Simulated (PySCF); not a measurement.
Consider methyl carbanion, `[CH3-]` ([CH3]-). Non-hydrogen atoms are numbered in `[CH3-:1]`.

Level of theory: PBE0-D3(BJ)/ma-def2-TZVP single points in PySCF, grid level 2; every species was optimised with PBE0-D3(BJ)/ma-def2-SVP. Zero-point and thermal terms (298.15 K, 1 bar) come from unscaled PBE0-D3(BJ)/ma-def2-SVP harmonic frequencies, with soft modes damped to free rotors in the entropy.

Question: What are the vertical and the adiabatic detachment energy for forming the radical?

Answer: 0.25 eV vertical and -0.08 eV adiabatic, the latter with zero-point energy.

Question: Where does the unpaired spin of the relaxed radical sit?

Answer: C1 (anionic carbon) 1.09 (intrinsic atomic orbital populations).

Question: What oxidation potential follows in DMSO (IEF-PCM), given that Fc+/Fc comes at 4.39 V absolute with this functional and basis?

Answer: In the gas phase ΔG of oxidation is -0.082 eV, and solvation is -292.3 kJ/mol for the parent and -3.8 kJ/mol for the product, so the absolute potential is 2.91 V, or -1.48 V against Fc+/Fc. Fc+/Fc in DMSO, 4.39 V, is PBE0-D3(BJ)/ma-def2-TZVP on PBE0-D3(BJ)/def2-SVP structures with GFN2-xTB thermal terms. Benchmark calculations put it near 5.0 V in acetonitrile and DMSO, so it is about 0.6 V low, and the value against it can read up to that much too high. The solvent is electrostatics only, on gas-phase structures; the absolute scale refers to an electron at rest in vacuum.

Question: How far is −ε(HOMO) from the vertical value by ΔSCF?

Answer: −ε(HOMO) = -1.47 eV, which is 1.72 eV below the ΔSCF value.

Caveats: the parent anion holds its electron weakly or not at all, so the values hang on the basis.
